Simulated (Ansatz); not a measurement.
# Benzene (C₆H₆): one species, many methods

An exercise on one series of results from a longer session: the logs are not shown, and one member is left open.

Method: functionals in def2-TZVPP, the program's frozen cores in correlated methods; program: Ansatz 0.2.0, Gaussian basis.

Levels to be run: LDA (SPW92), PBE-D4, revPBE-D4, BLYP-D4, r2SCAN-D4, B97M-V, PBE0-D4, B3LYP-D4, r2SCANh-D4, r2SCAN0-D4, HSE06-D4, BHLYP-D4, CAM-B3LYP-D4, LC-ωPBE, ωB97X-V, ωB97M-V, B2PLYP, PBE-QIDH; CCSD(T)/def2-SVP; CCSD(T)/def2-TZVPP; MP2/def2-QZVPP; extrapolation to the limit.

## Structure used throughout

An earlier PBE0-D4 in a triple-zeta def2 set relaxation fixed the geometry.

SMILES `c1ccccc1`, 12 atoms, charge 0, spin multiplicity 1.

Atoms are counted from 1 here; the program's logs count them from 0.

Bond lengths: C1–C2 1.387 Å, C1–C6 1.387 Å, C1–H7 1.084 Å, C2–C3 1.387 Å, C2–H8 1.084 Å, C3–C4 1.387 Å, C3–H9 1.084 Å, C4–C5 1.387 Å, C4–H10 1.084 Å, C5–C6 1.387 Å, C5–H11 1.084 Å, C6–H12 1.084 Å. Angles: C2–C1–C6 120.0°, C2–C1–H7 120.0°, C6–C1–H7 120.0°, C1–C2–C3 120.0°, C1–C2–H8 120.0°, C3–C2–H8 120.0°, C2–C3–C4 120.0°, C2–C3–H9 120.0°, C4–C3–H9 120.0°, C3–C4–C5 120.0°, C3–C4–H10 120.0°, C5–C4–H10 120.0°, C4–C5–C6 120.0°, C4–C5–H11 120.0°, C6–C5–H11 120.0°, C1–C6–C5 120.0°, C1–C6–H12 120.0°, C5–C6–H12 120.0°.

Set-up of the first run:

Contents of in.yaml:

```yaml
crystal:
  periodic: [false, false, false]
  atoms:
    - {symbol: C, position_ang: [-0.870064, -0.988192, 0.437589]}
    - {symbol: C, position_ang: [0.374174, -0.845269, 1.034691]}
    - {symbol: C, position_ang: [1.244249, 0.142928, 0.597091]}
    - {symbol: C, position_ang: [0.870077, 0.988186, -0.437610]}
    - {symbol: C, position_ang: [-0.374155, 0.845257, -1.034716]}
    - {symbol: C, position_ang: [-1.244234, -0.142933, -0.597112]}
    - {symbol: H, position_ang: [-1.549934, -1.760354, 0.779579]}
    - {symbol: H, position_ang: [0.666483, -1.505776, 1.843208]}
    - {symbol: H, position_ang: [2.216478, 0.254662, 1.063676]}
    - {symbol: H, position_ang: [1.549927, 1.760373, -0.779583]}
    - {symbol: H, position_ang: [-0.666491, 1.505792, -1.843202]}
    - {symbol: H, position_ang: [-2.216500, -0.254665, -1.063620]}
basis:
  gaussian: {orbitals: def2-TZVPP}
hamiltonian: {xc: lda}
output: {orbitals: {seedname: orbitals}}
```

Run with:

```bash
ansatz run in.yaml --threads 2 --pin off --events-out ev --progress --plain --max-ram 32768MiB --backend cpu
```

Among the steps run: LDA; PBE-D4 (GGA); revPBE-D4 (GGA); BLYP-D4 (GGA); r2SCAN-D4 (meta-GGA); B97M-V (meta-GGA); PBE0-D4 (hybrid); B3LYP-D4 (hybrid); r2SCANh-D4 (hybrid); r2SCAN0-D4 (hybrid); HSE06-D4 (hybrid); BHLYP-D4 (hybrid); CAM-B3LYP-D4 (range-separated); LC-ωPBE (range-separated); ωB97X-V (range-separated); ωB97M-V (range-separated); B2PLYP (double hybrid); PBE-QIDH (double hybrid).

One table of the session follows, with a row left open; its other results are not shown here.

It belongs to the step «Frontier levels by functional». 

| functional | HOMO (eV) | gap (eV) |
| --- | --- | --- |
| LDA (SPW92) | -6.53 | 5.18 |
| PBE-D4 | -6.32 | 5.21 |
| revPBE-D4 | -6.25 | 5.22 |
| BLYP-D4 | ? | ? |
| r2SCAN-D4 | -6.49 | 5.58 |
| B97M-V | -6.44 | 5.60 |
| PBE0-D4 | -7.30 | 7.12 |
| B3LYP-D4 | -7.08 | 6.69 |
| r2SCANh-D4 | -6.87 | 6.29 |
| r2SCAN0-D4 | -7.43 | 7.35 |
| HSE06-D4 | -6.91 | 6.34 |
| BHLYP-D4 | -8.08 | 8.94 |
| CAM-B3LYP-D4 | -8.52 | 9.42 |
| LC-ωPBE | -9.83 | 11.77 |
| ωB97X-V | -9.47 | 11.40 |
| ωB97M-V | -9.40 | 11.24 |

Q: Estimate the row for BLYP-D4 from the others.

Worked estimate for «HOMO (eV)». Against the share of exact exchange, B3LYP-D4 (0.2, -7.08), BHLYP-D4 (0.5, -8.08) give a slope of -3.33 per unit share; at 0 the line stands at -6.41.

**Answer.** HOMO (eV): -6.13; gap (eV): 5.17. In «HOMO (eV)» the line misses by -0.28.
